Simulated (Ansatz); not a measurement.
# Forces on a displaced structure

C₂H₃Si (SMILES [CH-]=C=[SiH2]) (charge -1), closed shell, displaced at random from a GFN2-xTB minimum.

```xyz
6
angstrom
C -0.5947 -1.5723 -0.2065
C -0.1921 -0.4421 -0.0423
Si -0.0080 1.3891 0.0569
H -0.8633 -2.5810 -0.3377
H 1.1450 1.6371 -0.8425
H 0.5624 1.5460 1.3742
```

Computed with Ansatz 0.2.0 (basis: def2-TZVPPD); correlated methods freeze the cores.

CCSD(T) forces from the calculation:
```json
{"atom": "C1", "Fx": "-0.296", "Fy": "-1.526", "Fz (eV/Å)": "-0.150"}
{"atom": "C2", "Fx": "0.441", "Fy": "1.028", "Fz (eV/Å)": "0.101"}
{"atom": "Si3", "Fx": "-1.490", "Fy": "1.008", "Fz (eV/Å)": "-0.863"}
{"atom": "H4", "Fx": "-0.177", "Fy": "-0.488", "Fz (eV/Å)": "-0.054"}
{"atom": "H5", "Fx": "0.698", "Fy": "-0.066", "Fz (eV/Å)": "-0.184"}
{"atom": "H6", "Fx": "0.823", "Fy": "0.044", "Fz (eV/Å)": "1.151"}
```

Which atom feels the largest CCSD(T) force, and how large is it?

Si3, 2.00 eV/Å, along (-0.75, 0.51, -0.43).

Root-mean-square difference of the force components from those of CCSD(T): PBE0-D4 0.307; wB97M-V 0.454; r2SCAN-D4 0.201; PBE-D4 0.200; SPW92 0.313; wB97X-V 0.457 eV/Å.

The T1 diagnostic stays at or below 0.016. These are differences at one structure, and CCSD(T) in triple zeta is itself an approximation.

For scale, one of the runs: CCSD(T)/def2-TZVPPD forces, 173 basis functions (an equivalent command: `ansatz run in.yaml --threads 4`). Time: 66 s of wall clock on 4 CPU threads; the host was shared. Peak host memory: 2.9 GiB.
